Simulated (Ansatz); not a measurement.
Ladder of methods for the cohesive energy of hcp Zr

Reference value: 6.32 eV/atom (measured, finite-temperature (and zero-point) corrections as in the cited sets, sources range from 6.27 to 6.32; as tabulated in Jana et al. (2018), arXiv:1807.00350).

### Question
Which of these levels comes closest to the reference?
A) PBE (Ansatz (a quantum-chemistry and plane-wave program))
B) r²SCAN (Ansatz)
C) HSE06 (Ansatz)
D) LDA (Ansatz)

### Answer
A, PBE (Ansatz)

```
level (code)     value (eV/atom)  cell (Å³/atom)  error (eV/atom)
---------------  ---------------  --------------  ---------------
LDA (Ansatz)                7.41           21.79            +1.09
PBE (Ansatz)                6.20           23.39            -0.12
r²SCAN (Ansatz)             5.68           23.50            -0.64
HSE06 (Ansatz)              5.71           23.47            -0.61
```

Closest of these to the reference: PBE (-0.12 eV/atom). Farthest off: LDA (+1.09 eV/atom). No level tried lands within 0.1 eV/atom.

HSE06: the free atom's electronic state is in doubt. Each level is taken at its own relaxed cell. Cutoffs and k meshes differ between the levels. Ansatz's density-functional and Hartree–Fock values are scalar-relativistic unless marked +SOC, with PAW data made under PBE.

Differences are worked out from the printed values.
